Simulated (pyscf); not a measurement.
HO–PH–OH (SMILES OPO) + H₂ (SMILES [H][H]) → HO–PH–OH (SMILES OPO) + H₂ (SMILES [H][H]) (four-centre exchange; singlet surface; H–P, H–H broken, H–P, H–H formed). Single points on ωB97X-D3(BJ)/def2-SVP structures (PySCF, gas phase). Energies in kcal/mol from the separated reactants.

```tsv
level	barrier	reaction energy
ωB97X-D3(BJ)/def2-TZVP	[?]	0.0
PBE/def2-TZVP	45.2	0.0
r²SCAN/def2-TZVP	[?]	0.0
B3LYP-D3(BJ)/def2-TZVP	53.8	0.0
ωB97M-D3(BJ)/def2-TZVP	54.9	0.0
HF/def2-TZVP	79.7	0.0
```

Task: Complete the blanks.

Result: 
- ωB97X-D3(BJ)/def2-TZVP, barrier: 57.5
- r²SCAN/def2-TZVP, barrier: 48.8

The functionals in the table span 12.3 kcal/mol in this barrier, from PBE to ωB97X-D3(BJ)/def2-TZVP. One saddle was located; it need not be the lowest between these sides.
